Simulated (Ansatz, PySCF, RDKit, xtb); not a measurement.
# Solving H4PNO2, step by step

Task: start from the formula H4PNO2, draw up candidate structures, narrow them down in stages, and characterise the one that lies lowest at 298.15 K.

The funnel: GFN2-xTB relaxations, single points with a density functional, relaxations at PBE0-D3(BJ)/def2-SVP, harmonic vibrations, and a last energy at a higher level. All values are calculated.

8 further runs of the same task are left out: 8 set aside as unsound or not needed.

## (1) Drawing up candidates

A program enumerates the bonding patterns with one Lewis structure each (two rings at most, one unusual centre or charged pair), with their diastereomers. O–O, O–halogen and N–halogen bonds and N–N–N chains are not drawn. That gives 15 candidates.

c032 O[N-][P@H2+]O; c054 ON(O)P; c131 [O-][P@H2+]NO; c143 O[NH2+][P-]O; c160 NP(O)O; c169 [O-][NH2+]OP; c170 ON[P@H]O; c197 NO[P@H]O; c218 [O-][NH2+][P@H]O; c239 O[NH+](O)[PH-]; c294 NO[P@H2+][O-]; c428 N[P@H](=O)O; c490 N=[PH](O)O; c607 [O-][N@H+](O)P; c657 ONOP.

Candidates are built by distance geometry, with a force field where one applies, in up to four conformers (letters a to d). 7 starts with atoms placed at random are added, to find patterns that the rules miss.

Q: Predict the outcome of this search (final energies at CCSD(T)/def2-TZVP).

| quantity | value |
| --- | --- |
| lowest structure found | N[P@H](=O)O, singlet, C1 |
| next finalist | NP(O)O, singlet, 13.1 kcal/mol higher in G |
| share at equilibrium, among the finalists | 100.0 % |
| harmonic wavenumbers, lowest and highest (PBE0-D3(BJ)/def2-SVP) | 118 and 3859 cm⁻¹ |
| rotational constants, same geometry | 0.2563, 0.2411, 0.1425 cm⁻¹ |
| dipole moment (PBE0/def2-TZVPD) | 3.51 D |
| HOMO energy (PBE0/def2-TZVPD) | -8.37 eV |
| LUMO energy (PBE0/def2-TZVPD) | -0.05 eV |
| HOMO–LUMO gap (PBE0/def2-TZVPD) | 8.32 eV |
| lowest excitation (TD-B3LYP/def2-SVPD) | 7.14 eV (f = 0.007) |
| strongest of the states computed, same level | 7.66 eV (f = 0.079) |
| lowest triplet excitation, same level, Tamm-Dancoff | 6.83 eV |
| vertical ionisation energy | 10.64 eV |
| vertical electron affinity | -0.95 eV (unbound: the value depends on the basis) |
| vertical triplet less singlet | +6.79 eV |

The lowest structure found is `N[P@H](=O)O`. The margin of 13.1 kcal/mol over the next finalist is beyond the usual error of the last level; it says nothing of structures that weren't ranked. GFN2-xTB, r2SCAN-D4/def2-SVP, PBE0-D3(BJ)/def2-SVP, HF/def2-TZVP and MP2/def2-TZVP already put its bonding pattern lowest among the structures in one piece; HF/STO-3G favours the singlet NP(O)O. Lowest found is not proven lowest: the search is finite, and each finalist counts with one conformer. Patterns outside the rules of the enumeration were met only by chance.
